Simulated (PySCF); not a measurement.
# Ionisation energy of Mg by level of theory

Mg [Ne] 3s2 (1S) → Mg⁺ [Ne] 3s1 (2S), as a difference of total energies. Calculation: PySCF 2.14, in x2c-QZVPPall with one added diffuse shell each of s, p, d, f type (10s7p6d3f, 82 functions); scalar relativity by spin-free X2C-1e. Correlated levels: valence: [Ne] frozen; valence and next inner shell: 1s2 frozen. The calculations carry no spin-orbit coupling.

| method | ionisation energy (eV) |
| --- | --- |
| UHF | 6.615 |
| LDA | 7.733 |
| PBE | 7.622 |
| PBE0 | 7.551 |
| r2SCAN | 7.381 |
| r2SCAN0 | 7.399 |
| CAM-B3LYP | 7.714 |
| wB97X | 7.611 |
| PBEsol | 7.537 |
| MP2 (valence) | 7.258 |
| SCS-MP2 (valence) | 7.387 |
| MP2 (valence and next inner shell) | 7.389 |
| SCS-MP2 (valence and next inner shell) | 7.488 |

Problem. How much does correlation contribute at MP2 (valence and next inner shell)?

Solution. 7.389 − (6.615) = 0.774 eV, measured against UHF.

Errors of the correlated levels include the incompleteness of this basis and the frozen core.

MP2 underrates the near-degeneracy of ns² with np² in the lower species.

For comparison: 7.646 eV (measured; NIST Atomic Spectra Database, ionization energies).
